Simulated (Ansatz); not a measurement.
**C5H8O: which of these isomers lies lowest?**

2 of its isomers, all singlets with charge 0: A = allyl vinyl ether `C=CCOC=C`; B = 3,4-dihydro-2H-pyran `C1=COCCC1`.

Shapes, held fixed at every level: PBE0-D4/def2-TZVP. Flexible molecules stand in one conformer, not always the lowest. Programs: Ansatz 0.2.0.

A:

```xyz
14

C    -2.1394   -1.6872    0.1225
C    -0.8241   -1.5389    0.1381
C    -0.1406   -0.2249    0.2683
O     0.8255   -0.1159   -0.7613
C     1.5669    1.0052   -0.7698
C     1.5034    2.0390    0.0644
H    -2.5991   -2.6665    0.0633
H    -2.8062   -0.8320    0.1728
H    -0.1712   -2.4058    0.0765
H     0.3672   -0.1500    1.2408
H    -0.8599    0.6003    0.2003
H     2.2754    0.9777   -1.5911
H     0.8086    2.1017    0.8905
H     2.1806    2.8678   -0.0863
```

B:

```xyz
14

C    -0.2339    0.5656    1.2948
C    -1.4169    0.2733    0.7597
O    -1.6173   -0.2365   -0.4765
C    -0.4709   -0.2087   -1.3154
C     0.7774   -0.6615   -0.5871
C     1.0508    0.2680    0.5882
H    -0.2176    0.9925    2.2901
H    -2.3549    0.4177    1.2835
H    -0.3394    0.8166   -1.6863
H    -0.7075   -0.8549   -2.1615
H     1.6183   -0.6857   -1.2849
H     0.6216   -1.6828   -0.2265
H     1.7610   -0.1963    1.2798
H     1.5294    1.1927    0.2421
```

Electronic energies in kJ/mol, without zero-point or thermal terms.

```csv
level,kind,B − A
SPW92/def2-TZVPP,LDA,-126.2
r2SCAN-D4/def2-TZVPP,meta-GGA,-100.7
BHLYP-D4/def2-TZVPP,global hybrid,-96.4
r2SCAN0-D4/def2-TZVPP,global hybrid,-109.9
MP2/def2-TZVPP,perturbation theory,-106.8
CCSD/def2-SVP,coupled cluster or CI,-105.7
CCSD(T)/CBS estimate,coupled cluster or CI,-96.4
```

The highest level, CCSD(T)/CBS estimate, puts B lowest of these. All levels agree on that. The B − A difference spans -126.2 to -96.4 kJ/mol over the levels. The CBS estimate extrapolates MP2 from def2-TZVPP and def2-QZVPP and adds CCSD(T) − MP2 in the triple-zeta set, cores frozen.
